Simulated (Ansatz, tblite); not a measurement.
# The cluster CaO₂−: one state, many levels

How do method and basis change the picture of the cluster CaO₂− (doublet)?

Method: as each input shows; program: Ansatz 0.2.0, Gaussian basis.

Plan: GFN1-xTB, GFN2-xTB, PBE-D4/def2-TZVPD, r2SCAN-D4/def2-TZVPD, B2PLYP/def2-TZVPD, revPBE-D4/def2-TZVPD, PBE-QIDH/def2-TZVPD, BHLYP-D4/def2-TZVPD, B97M-V/def2-TZVPD, PBE-D4/def2-SVPD, PBE0-D4/def2-SVPD, HF/STO-3G, CCSD(T)/def2-TZVPPD, MP2/def2-TZVPD, RPA/def2-TZVPD.

### Step 1. The structure

The doublet was relaxed beforehand with PBE0-D4/def2-TZVPD. At that level it is the lowest of the isomers that a small search found.

3 atoms, charge -1, spin multiplicity 2.

Bond lengths: Ca1–O2 1.983 Å, Ca1–O3 1.983 Å. Angles: O2–Ca1–O3 179.9°.

The ion is computed in the gas phase, without counter-ions or solvent.

PBE0-D4/def2-TZVPD was run before; its log isn't repeated, and its numbers join the tables.

### Step 2. GFN1-xTB

Tight binding, by tblite at 300 K electronic temperature and without a spin-polarisation term:

```python
tblite.interface.Calculator('GFN1-xTB', numbers, positions, charge=-1, uhf=1).singlepoint()
```

Energy -275.0285 eV; 0.002 s.

### Step 3. GFN2-xTB

Tight binding, by tblite at 300 K electronic temperature and without a spin-polarisation term:

```python
tblite.interface.Calculator('GFN2-xTB', numbers, positions, charge=-1, uhf=1).singlepoint()
```

Energy -235.2047 eV; 0.002 s.

### Step 4. PBE-D4/def2-TZVPD

start.molden holds the orbitals of an earlier run on this state, given as this run's starting guess.

Input file in.yaml:

```yaml
crystal:
  periodic: [false, false, false]
  atoms:
    - {symbol: Ca, position_ang: [0.001284, -0.000091, -0.000027]}
    - {symbol: O, position_ang: [0.032555, -0.047293, 1.982083]}
    - {symbol: O, position_ang: [-0.033839, 0.047384, -1.982056]}
basis:
  gaussian: {orbitals: def2-TZVPD, initial_orbitals: start.molden}
total_charge: -1
magnetization: {spin_polarized: true, initial_magnetization: 1}
hamiltonian: {xc: pbe, dispersion: d4}
scf: {omitted_lower_state_checks: [starts]}
output: {orbitals: {seedname: orbitals}}
```

On the command line:

```bash
$ ansatz run in.yaml --threads 4 --pin off --events-out ev --progress --plain --max-ram 3916MiB
```

Further steps of the session: r2SCAN-D4/def2-TZVPD; B2PLYP/def2-TZVPD; revPBE-D4/def2-TZVPD; PBE-QIDH/def2-TZVPD; BHLYP-D4/def2-TZVPD; B97M-V/def2-TZVPD; PBE-D4/def2-SVPD; PBE0-D4/def2-SVPD; HF/STO-3G; CCSD(T)/def2-TZVPPD; MP2/def2-TZVPD; RPA/def2-TZVPD.

Before running them: what should the planned runs give, taken together? Wanted: gap in def2-TZVPD, named functionals, smallest and largest; correlation energy, CCSD(T)/def2-TZVPPD; correlation energy, MP2/def2-TZVPD; ⟨S²⟩ in def2-TZVPD, named functionals, smallest and largest; PBE0 total energy, smallest basis above largest.

As calculated:

| quantity | value |
| --- | --- |
| gap in def2-TZVPD, named functionals, smallest and largest | 1.09 eV (PBE-D4), 3.65 eV (BHLYP-D4) |
| correlation energy, CCSD(T)/def2-TZVPPD | -17.89 eV |
| correlation energy, MP2/def2-TZVPD | -16.43 eV |
| ⟨S²⟩ in def2-TZVPD, named functionals, smallest and largest | 0.757, 0.779 |
| PBE0 total energy, smallest basis above largest | 6.83 eV (def2-SVPD, def2-TZVPD) |

**Reading.** Over the named functionals in def2-TZVPD the gap runs from 1.09 eV (PBE-D4) to 3.65 eV (BHLYP-D4); exact exchange widens it. Over the named functionals in def2-TZVPD spin contamination reaches 0.03 (BHLYP-D4), which is small. PBE-D4, revPBE-D4, r2SCAN-D4, B97M-V put the HOMO above zero; others here keep it below zero, so the sign hangs on the functional's self-interaction and doesn't show that the species is unbound. Notes on CCSD(T)/def2-TZVPPD: large T1 diagnostic, spin contamination, state flagged by the program.
